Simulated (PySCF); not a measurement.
Gas-phase reaction: Si(CH₃)₄ → H₂CSiH₂ + CH₂ + C₂H₆

Computed with PySCF and rigid-rotor harmonic-oscillator thermochemistry at 1 bar. † marks an energy on the PBE0/def2-TZVP geometry and frequencies. MP2 freezes the core. Open shells (unrestricted): CH₂ (multiplicity 3); the rest are closed-shell singlets. B3LYP is the form with VWN-RPA correlation. H₂CSiH₂: computed as isolated molecules; such fragments, hydroxides, amides, oligomers or adducts are transient or little studied in the gas. MP2 isn't extrapolated to the basis-set limit; its ΔH°(298 K) is 689.7 kJ in def2-SVP and 725.3 kJ in def2-TZVPP. The harmonic model lacks anharmonicity and excited electronic states, which grow with temperature; levels with a mode under 35 cm⁻¹ are left out. Internal rotation in Si(CH₃)₄, C₂H₆ is treated as a harmonic vibration of one conformer, which makes the entropy rough.

| level | ΔE electronic, kJ | ΔH°(298 K), kJ | ΔS°(298 K), J/K | ΔG°(600 K), kJ |
|---|---|---|---|---|
| B3LYP/def2-TZVP† | 703 | 670 | 311 | 484 |
| BLYP/def2-TZVP† | 677 | 644 | 311 | 459 |
| M06-2X/def2-TZVP† | 745 | 712 | 311 | 526 |
| MP2/def2-SVP† | 722 | 690 | 311 | 504 |
| MP2/def2-TZVPP† | 758 | 725 | 311 | 540 |
| PBE/def2-TZVP† | 730 | 697 | 311 | 511 |
| PBE0/def2-SVP† | 741 | 708 | 311 | 523 |
| LDA/def2-TZVP† | 834 | 801 | 311 | 616 |
| ωB97M-V/def2-TZVP† | 759 | 726 | 311 | 540 |
| ωB97X-V/def2-TZVP† | 770 | 737 | 311 | 552 |
ΔH° is lowest at BLYP/def2-TZVP† and highest at LDA/def2-TZVP†. No reference value is set beside these.
